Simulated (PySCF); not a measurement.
**Gas-phase XPS of `C=C[C+](C)C`, computed**

Species: C5H9 (charge +1).
Atom-mapped SMILES: `[CH2:1]=[CH:2][C+:3]([CH3:4])[CH3:5]`

Geometry (PBE0-D3(BJ)/def2-SVP, Å), atoms numbered from 1 in this order:
```
atom  x, y, z in Å
C1     2.0672    0.4532   -0.4276
C2     1.1191   -0.4626   -0.0982
C3    -0.2585   -0.1466    0.0791
C4    -1.1878   -1.2428    0.3720
C5    -0.8077    1.2092   -0.0226
H6     3.1126    0.1508   -0.5472
H7     1.8420    1.5120   -0.5847
H8     1.4144   -1.5067    0.0424
H9    -1.4786   -1.6575   -0.6191
H10   -2.1166   -0.9094    0.8542
H11   -0.7165   -2.0721    0.9184
H12   -1.0916    1.5135    1.0055
H13   -0.1376    1.9667   -0.4406
H14   -1.7618    1.1913   -0.5759
```

The calculation used delta-SCF UKS SCAN, pcX-2 on the ionised atom, pcseg-1 elsewhere, spin-free X2C (PySCF). Binding energies are ΔSCF values: E(core-ionised, relaxed orbitals) − E(ground state) at a fixed geometry, referred to the vacuum level.

**Question.** What binding energy does each computed site have?

**Answer.** 
| atom(s) | bonded to | level | binding energy (eV) | above the level's lowest (eV) | count |
| --- | --- | --- | --- | --- | --- |
| C1 | C (double bond) and 2 H | C 1s | 296.70 | +0.46 | 1 |
| C2 | C (double bond), C and H | C 1s | 296.61 | +0.37 | 1 |
| C4/C5 | C and 3 H | C 1s | 296.24 | 0.00 | 2 |

Lowest listed C 1s: C4/C5, bonded to C and 3 H. Highest, 0.46 eV above it: C1, bonded to C (double bond) and 2 H.

**Question.** What is the longest wavelength that can ionise C 1s of C2 vertically?

**Answer.** λ = hc/E = 12398.42 eV Å / 296.61 eV = 41.800 Å.

**Question.** Which photon energy gives electrons from C 1s of C2 a kinetic energy of 20 eV, and what is their de Broglie wavelength?

**Answer.** hν = 296.61 + 20 = 316.61 eV, recoil neglected; λ = 12.264 Å/√(E/eV) = 2.74 Å.

One atom of each set of topologically equivalent atoms was ionised and stands for the set; in this conformer not all members are related by symmetry, and their own values weren't computed. The list is incomplete; no value stands for C 1s of C3 (hole states with ⟨S²⟩ of 1 or more are left out). Spin contamination (⟨S²⟩ against 0.75 for a pure doublet) is marked for C 1s of C1 (0.95), which makes this value less certain. The species carries charge +1, so core ionisation leaves charge +2. Geometry: PBE0-D3(BJ)/def2-SVP; no solvent, vibrations or thermal averaging.
